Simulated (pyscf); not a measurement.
PySCF, gas phase, ωB97X-D3(BJ)/def2-SVP geometries. Correlated levels are frozen-core, on RHF or UHF. ΔMP2 is the change of the MP2 total energy from the triple- to the quadruple-zeta basis.

Problem. Estimate the classical barrier height and the reaction energy of HC≡C–CH₃ (SMILES C#CC) + HCl (SMILES Cl) -> H₃C–CH=CH–Cl (SMILES CC=CCl) at CCSD(T)/def2-TZVPP + ΔMP2(QZVPP). The step runs on the singlet surface, breaks Cl–H and forms C–H, C–Cl; take the separated reactants as zero.

Solution. ΔE‡ = 199.0 kJ/mol, ΔE = -118.3 kJ/mol. Zero-point energy shifts the barrier by -1.3 kJ/mol. It is an addition across a multiple bond or ene-type step, with an imaginary mode of 1625i cm⁻¹. On the reactant side the descent ends in a complex, 19.0 kJ/mol under the separated species and 203.4 kJ/mol under the saddle at ωB97X-D3(BJ)/def2-TZVP. At ωB97X-D3(BJ) the barrier from the zero used here is 184.4 kJ/mol. The same reactants have a lower exit, to H₂C=C(CH₃)–Cl (barrier +157.4 kJ/mol at ωB97M-D3(BJ), against +185.2 kJ/mol here). This is the saddle that the search found; another between the same sides may lie lower. The CCSD(T) − MP2 part came from Ansatz, without density fitting, on the same reference.
